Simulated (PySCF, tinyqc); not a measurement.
Worked calculation: coupled-perturbed Hartree-Fock on RHF in the sto-3g basis, for CH2, spin multiplicity 1. The lowest restricted solution is unstable here: a spin-polarised one lies 0.0223 hartree lower (PySCF). One step of it, computed by the program tinyqc.

Question. Coupled step 1. U_ai = -(mu_ai + sum_bj [4 (ai|bj) - (ab|ij) - (aj|bi)] U_bj) / (e_a - e_i); alpha = -4 sum U_ai mu_ai.

uncoupled U, order a5, a6, a7:
$$\begin{pmatrix}
0.000000 & 0.000000 & 0.000000 & 0.000000 \\
-0.005484 & 0.159862 & 0.000000 & 0.587487 \\
0.000000 & 0.000000 & 0.803132 & 0.000000
\end{pmatrix}$$

dipole integrals <a|z|i> (bohr), order a5, a6, a7:
$$\begin{pmatrix}
0.000000 & 0.000000 & 0.000000 & 0.000000 \\
0.063398 & -0.211908 & 0.000000 & -0.499905 \\
0.000000 & 0.000000 & -0.826851 & 0.000000
\end{pmatrix}$$

orbital energies (hartree): MO1 -11.019177, MO2 -0.783959, MO3 -0.461970, MO4 -0.309312, MO5 0.227576, MO6 0.541609, MO7 0.567563

Two-electron integrals over orbitals (pq|rs), unique and non-zero (hartree):
```
(11|11) 3.508559    (21|11) -0.294900   (21|21) 0.039527    (22|11) 0.714099
(22|21) -0.007697   (22|22) 0.537664    (31|31) 0.007252    (32|31) 0.012052
(32|32) 0.132200    (33|11) 0.578891    (33|21) -0.002351   (33|22) 0.495849
(33|33) 0.501555    (41|11) 0.173943    (41|21) -0.020528   (41|22) 0.014235
(41|33) 0.006248    (41|41) 0.026187    (42|11) -0.109144   (42|21) 0.007694
(42|22) 0.015778    (42|33) 0.022843    (42|41) 0.011386    (42|42) 0.082926
(43|31) -0.002632   (43|32) 0.030436    (43|43) 0.040016    (44|11) 0.775278
(44|21) -0.012305   (44|22) 0.491167    (44|33) 0.448351    (44|41) -0.009953
(44|42) -0.087733   (44|44) 0.624371    (51|51) 0.021652    (52|51) 0.023808
(52|52) 0.092074    (53|53) 0.018389    (54|51) -0.013752   (54|52) -0.042613
(54|54) 0.051004    (55|11) 0.852004    (55|21) -0.009310   (55|22) 0.542141
(55|33) 0.465701    (55|41) 0.005096    (55|42) -0.058470   (55|44) 0.565068
(55|55) 0.672833    (61|11) -0.196573   (61|21) 0.028856    (61|22) 0.001670
(61|33) 0.001824    (61|41) -0.003678   (61|42) 0.015912    (61|44) -0.019581
(61|55) -0.005377   (61|61) 0.029356    (62|11) 0.237326    (62|21) -0.004846
(62|22) 0.088865    (62|33) 0.030637    (62|41) 0.014993    (62|42) -0.002348
(62|44) 0.061349    (62|55) 0.123649    (62|61) 0.005372    (62|62) 0.094831
(63|31) 0.001816    (63|32) -0.060027   (63|43) -0.036789   (63|63) 0.080264
(64|11) 0.137165    (64|21) -0.001246   (64|22) 0.038968    (64|33) 0.002334
(64|41) 0.000307    (64|42) -0.029681   (64|44) 0.080246    (64|55) 0.069890
(64|61) -0.000957   (64|62) 0.050459    (64|64) 0.049712    (65|51) 0.014466
(65|52) 0.050780    (65|54) -0.009446   (65|65) 0.038930    (66|11) 0.683554
(66|21) -0.005769   (66|22) 0.523272    (66|33) 0.496438    (66|41) 0.020227
(66|42) 0.050233    (66|44) 0.452470    (66|55) 0.495183    (66|61) 0.008528
(66|62) 0.068929    (66|64) 0.019014    (66|66) 0.558617    (71|31) 0.011764
(71|32) 0.018137    (71|43) -0.004422   (71|63) 0.002441    (71|71) 0.019151
(72|31) 0.009327    (72|32) 0.006408    (72|43) -0.035736   (72|63) 0.045019
(72|71) 0.014242    (72|72) 0.056260    (73|11) 0.252713    (73|21) -0.005651
(73|22) 0.061864    (73|33) 0.022897    (73|41) -0.000405   (73|42) -0.067218
(73|44) 0.113337    (73|55) 0.131391    (73|61) -0.006205   (73|62) 0.073025
(73|64) 0.059846    (73|66) 0.008489    (73|73) 0.124614    (74|31) -0.008564
(74|32) -0.074825   (74|43) -0.000798   (74|63) 0.043851    (74|71) -0.013667
(74|72) -0.008839   (74|74) 0.066942    (75|53) 0.018278    (75|75) 0.022233
(76|31) 0.007463    (76|32) 0.102024    (76|43) 0.044982    (76|63) -0.070996
(76|71) 0.011407    (76|72) -0.022834   (76|74) -0.054540   (76|76) 0.106002
(77|11) 0.718754    (77|21) -0.008131   (77|22) 0.505708    (77|33) 0.501288
(77|41) 0.004238    (77|42) -0.013498   (77|44) 0.504931    (77|55) 0.513651
(77|61) -0.005226   (77|62) 0.045324    (77|64) 0.020119    (77|66) 0.502571
(77|73) 0.062697    (77|77) 0.538438
```

Give: U after step 1; polarisability.

Answer.

U after step 1, order a5, a6, a7:
$$\begin{pmatrix}
0.0000 & 0.0000 & 0.0000 & 0.0000 \\
-0.0025 & 0.0560 & 0.0000 & 0.6357 \\
0.0000 & 0.0000 & 0.7939 & 0.0000
\end{pmatrix}$$

polarisability = 3.9451 bohr^3
